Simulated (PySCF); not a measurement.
Compound: C5H7F.
InChI=1S/C5H7F/c1-3-4-5(2)6/h4-5H,1H2,2H3/t5-/m1/s1

Torsions of this conformer, `[CH2:1]=[C:2]=[CH:3][C@@H:4]([CH3:5])[F:6]`: C2–C3–C4–C5 120°.

The closed-shell ground state was solved at several levels (PySCF, density fitting, gas phase, non-relativistic). The structure is a single PBE0-D3(BJ)/def2-SVP conformer in the gas phase; no vibrational or solvent corrections.

```csv
level,basis functions,total energy (Eh),HOMO (eV),LUMO (eV),gap (eV),dipole (D)
CAM-B3LYP/pcSseg-1,137,-294.3585,-9.10,1.21,10.31,1.98
PBE0/cc-pVDZ,119,-294.2020,-7.59,0.25,7.84,1.75
PBE0/pcSseg-0,68,-293.5238,-7.85,0.12,7.97,2.15
PBE0/def2-SVP,119,-293.9698,-7.68,0.17,7.85,1.82
B3LYP/cc-pVTZ,278,-294.6410,-7.48,-0.15,7.33,1.80
B97-2/pcJ-1,232,-294.4335,-7.51,-0.02,7.49,1.94
PBE0/pcSseg-2,314,-294.3029,-7.76,-0.05,7.71,1.93
B97-2/pcSseg-1,137,-294.3930,-7.52,-0.02,7.50,1.93
PBE0/STO-3G,37,-290.3916,-5.02,3.30,8.32,0.96
PBE0/pcJ-1,232,-294.1949,-7.76,0.04,7.80,1.94
```

What might PBE0/6-31G (68 basis functions) give for the same quantities?

Total energy -294.1172 Eh, HOMO -7.56 eV, LUMO 0.41 eV, gap 7.97 eV, dipole 2.10 D.

Over all these levels, which gives the widest orbital gap and which the narrowest?

CAM-B3LYP/pcSseg-1 (range-separated hybrid) has the widest, 10.31 eV, and B3LYP/cc-pVTZ (global hybrid, 20 % exact exchange) the narrowest, 7.33 eV. Functional and basis both differ between the two, so the spread mixes both effects.

How much does the basis alone move the frontier levels among the 7 PBE0 rows (the withheld one included)?

The HOMO by 2.83 eV and the LUMO by 3.35 eV. By rising basis size (HOMO, LUMO in eV): STO-3G -5.02, 3.30; pcSseg-0 -7.85, 0.12; 6-31G -7.56, 0.41; cc-pVDZ -7.59, 0.25; def2-SVP -7.68, 0.17; pcJ-1 -7.76, 0.04; pcSseg-2 -7.76, -0.05.

How far do the dipole and the HOMO energy spread over the levels?

The dipole runs from 0.96 to 2.15 D (mean 1.85 D) and the HOMO from -9.10 to -5.02 eV.
